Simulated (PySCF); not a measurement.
PH4⁺, singlet: the ladder up to RCCSDT(Q)

Geometry: a PBE0/def2-TZVP stationary point for this spin, not checked as a minimum.

| atom | x (Å) | y (Å) | z (Å) |
| --- | --- | --- | --- |
| P | 0.0000 | 0.0000 | 0.0000 |
| H | 0.8072 | 0.8103 | 0.8085 |
| H | -0.8110 | -0.8062 | 0.8088 |
| H | -0.8063 | 0.8070 | -0.8126 |
| H | 0.8101 | -0.8111 | -0.8047 |

Basis cc-pVTZ; PySCF 2.14.0. Only valence electrons are correlated (noble-gas cores frozen), which leaves 8 electrons in 85 orbitals. R marks a restricted (for open shells ROHF) determinant.

Full CI isn't at hand for all of this; RCCSDT(Q) serves as the reference, and is uncertain by the last step of the cluster series or more.

```
T1 diagnostic (ROHF- or RHF-based CCSD)             : 0.0111
largest doubles amplitude (ROHF- or RHF-based CCSD) : 0.032
```

```
   level  E − E(RCCSDT(Q)) (kcal/mol)  share of correlation (%)  wall time
     RHF                       122.57                      0.00          –
    RMP2                        22.17                     81.91          –
   RCCSD                         3.69                     96.99          –
RCCSD(T)                         0.56                     99.54      8.4 s
  RCCSDT                         0.08                     99.93          –
```

The correlation energy at RCCSDT(Q), counted from RHF, is -5.315 eV. That run took 19 min on 1 thread of Arm Neoverse V1, shared host.

Times are those of the correlated step on a shared host, with one SCF added for the restricted CCSD run; they ran on 1 thread of Arm Neoverse V1.
